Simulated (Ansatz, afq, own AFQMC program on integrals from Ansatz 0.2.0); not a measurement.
AFQMC on a folder of integrals that Ansatz 0.2.0 wrote.

```yaml
crystal:
  periodic: [false, false, false]
  atoms:
    - {symbol: Ge, position_ang: [-0.044251, 0.000000, 0.276443]}
    - {symbol: N, position_ang: [0.176835, 0.000000, -1.406094]}
    - {symbol: H, position_ang: [0.713533, -1.259522, 0.779238]}
    - {symbol: H, position_ang: [0.713534, 1.259520, 0.779239]}
    - {symbol: H, position_ang: [-0.695318, 0.000001, -1.941530]}
basis:
  gaussian: {orbitals: cc-pVDZ}
magnetization: {spin_polarized: true, initial_magnetization: 2}
correlation: {method: ccsd_t, electrons: outside_noble_gas, hamiltonian_folder: ham}
```

```sh
$ ansatz run in.yaml --threads 1 --pin off --events-out ev --progress --plain --max-ram 1382MiB
```

Options of the walk:

```
--method phaseless --trial hf --walkers 120 --populations 1 --least-time 40 --time-step 0.005 --steps-per-block 20 --equilibration-blocks 112 --max-blocks 600 --target-error 0.00126 --factor-cut 1e-05 --start spin_pure --seed 2264 --taylor-order 6
```

Times are imaginary, in 1/Eh. The walk had a cap of 1833 s. Filled inner d shells are frozen with the cores.

```
orbitals 41  electrons 7 5  factors 338 of 593
reference energy -2131.43630259 Eh
CCSD correlation -0.25139038 Eh in 12 cycles, weight of the determinant in the CISD state 0.8846
energy of the start -2131.436711 Eh
 block  time / (1/Eh)  mean weight  energy / Eh
     1     0.100  1.0033  -2131.497710
     2     0.200  1.0020  -2131.532028
     3     0.300  1.0032  -2131.559248
     4     0.400  1.0024  -2131.585601
     5     0.500  1.0001  -2131.623282
    10     1.000  1.0017  -2131.687786
    86     8.600  1.0000  -2131.690572
   154    15.400  1.0001  -2131.665091
   171    17.100  0.9991  -2131.690785
   256    25.600  0.9991  -2131.718382
   341    34.100  1.0009  -2131.705912
   426    42.600  1.0000  -2131.678108
   460    46.000  1.0017  -2131.750250
   511    51.100  1.0001  -2131.685581
   596    59.600  0.9985  -2131.683985
   681    68.100  0.9987  -2131.678134
   698    69.800  1.0003  -2131.693303
blocks merged  error / Eh  count
     1  0.000857  600
     2  0.001152  300
     4  0.001493  150
     8  0.001955  75
    16  0.002290  37
    32  0.002603  18
    64  0.002170  9
energy -2131.694887 +/- 0.002603 Eh
(rows thinned)
```

(1) Estimate how long the walk took on 1 thread of AMD EPYC 9R45 96-Core Processor (Zen 5) (shared host).

The run passed its tests (sampling time, drift between the halves within three errors, error under three times the target), which doesn't prove that it has relaxed.

Against this walk (error 70.8 meV) on the same determinant: CCSD(T) 26.1 meV higher (within the noise), a separate phaseless walk with a CISD trial and standard settings 12.8 ± 71.5 meV higher (within the noise). The error is statistical and leaves out the bias of the constraint. None of these is a sure reference here.

Cautions: constraint bias not in the error; error above the target (70.8 against 34.3 meV); no relativity below Rb; no spin-orbit coupling; inner d shell frozen; lower spins were not checked.

Answers

(1) 3.1 min of wall time.

A walk keeps the symmetry of its determinant, which the program's search chose and which needn't be the lowest solution, so a lower state of the same spin and another symmetry isn't excluded.
